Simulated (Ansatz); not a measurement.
**[OH···H···SiH3], doublet along the distance O1-H3**

Starting geometry:

```xyz
7

O    -1.9643   -0.0190    0.0000
H    -2.2136    0.9076    0.0000
H    -1.0047   -0.0190    0.0000
Si    1.0707   -0.0190    0.0000
H     1.5207   -1.4353    0.0000
H     1.5207    0.6891   -1.2265
H     1.5207    0.6891    1.2265
```

From there H3 is moved from one fragment to the other while all else, the fragments' distance too, stays fixed; atoms are numbered as listed. Energies are in kJ/mol, counted from the starting geometry at the same level.

Basis cc-pVDZ; Ansatz 0.2.0. Only valence electrons are correlated (noble-gas cores frozen). Prefix R: restricted or restricted open-shell reference; prefix U: unrestricted.

For open shells CISD is restricted-active-space CI with the open shells as a complete middle space.

Full CI isn't at hand for all of this; UCCSDT(Q) serves as the reference, and is uncertain by about the last step of the cluster series.

| distance O1-H3 (Å) | CISD |
| --- | --- |
| 0.960 | 0.0 |
| 1.050 | 16.5 |
| 1.232 | 82.7 |
| 1.413 | 106.8 |
| 1.595 | 97.7 |

Question: Estimate the UCCSDT(Q) curve in cc-pVDZ from this one, knowing how CISD errs.

Answer: The computed UCCSDT(Q) values, in kJ/mol from the starting point, and the error of CISD against them:
| distance O1-H3 (Å) | UCCSDT(Q) | CISD less UCCSDT(Q) |
| --- | --- | --- |
| 0.960 | 0.0 | 0.0 |
| 1.050 | 12.2 | 4.3 |
| 1.232 | 69.6 | 13.1 |
| 1.413 | 96.2 | 10.6 |
| 1.595 | 102.0 | -4.3 |

The error spans 17.4 kJ/mol and is largest, 13.1 kJ/mol, at 1.232 Å.
